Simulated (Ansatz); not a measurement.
# Relaxing KAlPb₃

All numbers below come from DFT PBE, scalar-relativistic, plane waves, PAW (Ansatz).

The start puts KAlPb₃ on the hexagonal perovskite (2H) structure type (P6_3/mmc, No. 194), with K in place of Ba, Al in place of Ni, Pb in place of O, at a guessed volume.

The final relaxation ran on this input, with the default PAW datasets:

```yaml
crystal:
  lattice:
    - [8.19912342, 0.0, 0.0]
    - [-4.09956171, 7.1006491704, 0.0]
    - [0.0, 0.0, 5.5759112318]
  atoms:
    - { symbol: K, position: [0.3333333333, 0.6666666667, 0.75] }
    - { symbol: K, position: [0.6666666667, 0.3333333333, 0.25] }
    - { symbol: Al, position: [0.0, 0.0, 0.5] }
    - { symbol: Al, position: [0.0, 0.0, 0.0] }
    - { symbol: Pb, position: [0.1840874318, 0.3681748637, 0.25] }
    - { symbol: Pb, position: [0.8159125682, 0.1840874318, 0.75] }
    - { symbol: Pb, position: [0.8159125682, 0.6318251363, 0.75] }
    - { symbol: Pb, position: [0.1840874318, 0.8159125682, 0.25] }
    - { symbol: Pb, position: [0.6318251363, 0.8159125682, 0.25] }
    - { symbol: Pb, position: [0.3681748637, 0.1840874318, 0.75] }
basis:
  ecutwfc: 420
kpoints:
  mp_grid: { grid: [6, 6, 8] }
hamiltonian:
  xc: pbe
scf:
  occupations: { method: gaussian, width: 0.1 }
output:
  forces: true
  stress: true
  eigenvalues: true
relax:
  adjacent_minimum: "off"
  f_tol: 0.01
  max_steps: 80
  cell: { stress_tol: 0.05 }
```

Launched as:

```bash
ansatz run input.yaml --threads 1 --pin off --max-ram 2560MiB --backend cpu --events-out ev --progress --plain --runs-dir out
```

Time: 6.5 min on 1 thread of Arm Neoverse V2, with other jobs on the host, peak memory 0.88 GiB.

End of the output:

```
SCF converged after 5 iterations
Free energy (F): -75588.592163 eV
Harris-Foulkes:  -75588.592163 eV  (|F-HF|=2.91e-11)
Internal energy: -75588.568786 eV  (E = F + TS)
E sigma→0 (E₀):  -75588.580475 eV
Entropy (-TS):   -0.023377 eV (-2.338 meV/atom)
Fermi energy:    7.549697 eV
--- Per-component energies (eV) ---
  E_band       = -645.768466
  E_kinetic    = 2284.039828
  E_local      = -8489.475733  (includes V_loc(G=0)·N_el)
  E_nonlocal   = 2142.981726
  E_hartree    = 3336.669044
  E_xc         = -1669.125473
  E_vxc        = -1175.935824  (∫ρ·V_xc dr)
  E_paw        = -64935.679764  (= ΣΔE_a)
  E_vpaw       = -2080.716534  (= ΣTr[D̂ρ^β])
  E_aug_tail   = 0.000276  (compensation charges beyond the density's cutoff)
  E_ewald      = -8257.978690
  E_smearing   = -0.023377  (= −TS)
  E_closure    =  0.000000  (closes the sum)
  Σ components = -75588.592163   (vs F -75588.592163, Δ=0.00e0)
--- Forces (eV/Å), atoms counted from 1 ---
  atom   1  K      0.00000000     0.00000000     0.00000000
  atom   2  K      0.00000000     0.00000000     0.00000000
  atom   3  Al     0.00000000     0.00000000     0.00000000
  atom   4  Al     0.00000000     0.00000000     0.00000000
  atom   5  Pb     0.00000000     0.00002125     0.00000000
  atom   6  Pb    -0.00001841     0.00001063     0.00000000
  atom   7  Pb     0.00000000    -0.00002125     0.00000000
  atom   8  Pb     0.00001841    -0.00001063     0.00000000
  atom   9  Pb    -0.00001841    -0.00001063     0.00000000
  atom  10  Pb     0.00001841     0.00001063     0.00000000
  max |Σ_I F_I| component: 8.09e-18 eV/Å
--- Stress (GPa, compression-positive) ---
       -0.005793       0.000000       0.000000
        0.000000      -0.005793       0.000000
        0.000000       0.000000       0.036710
  P = ⅓ Tr σ = 0.0084 GPa (0.084 kbar)
--- Relaxed structure (7 steps of the walk, 7 accepted, 1 SCFs on fresh bases) ---
  F+E_penalty+E_count = -75588.59216299 eV   max|allowed force component| = 2.125e-5 eV/Å   (the final SCF, on the basis selected at the relaxed cell)
  cell:  # Å, volume = 327.5712 Å³
    - [7.838683, 0.0, 0.0]
    - [-3.919342, 6.788499, 0.0]
    - [0.0, 0.0, 6.155861]
  atoms:
    - { symbol: K, position: [0.333333, 0.666667, 0.750000] }
    - { symbol: K, position: [0.666667, 0.333333, 0.25] }
    - { symbol: Al, position: [0.000000, 0.000000, 0.5] }
    - { symbol: Al, position: [0.000000, 0.000000, 0.000000] }
    - { symbol: Pb, position: [0.184740, 0.369480, 0.25] }
    - { symbol: Pb, position: [0.815260, 0.184740, 0.750000] }
    - { symbol: Pb, position: [0.815260, 0.630520, 0.750000] }
    - { symbol: Pb, position: [0.184740, 0.815260, 0.25] }
    - { symbol: Pb, position: [0.630520, 0.815260, 0.25] }
    - { symbol: Pb, position: [0.369480, 0.184740, 0.750000] }
```

Total energies depend on the potentials used, so only differences within one code and one set of settings carry meaning.

The result has space group P6_3/mmc (No. 194). Around K lie 6 Pb at 3.68 Å and 6 Pb at 3.93 Å; Al is coordinated by 6 Pb at 2.94 Å and 2 Al at 3.08 Å; Pb has 2 Al at 2.94 Å (next Pb at 3.49 Å).

Against the elements it lies at 0.05 eV/atom. The zero of energy is the elements' standard structures at the same level; no fitted shifts are applied.

The k mesh leaves about 4 meV/atom of noise in metals. Spin–orbit coupling is left out.

A structure relaxed within its symmetry needn't be a true minimum.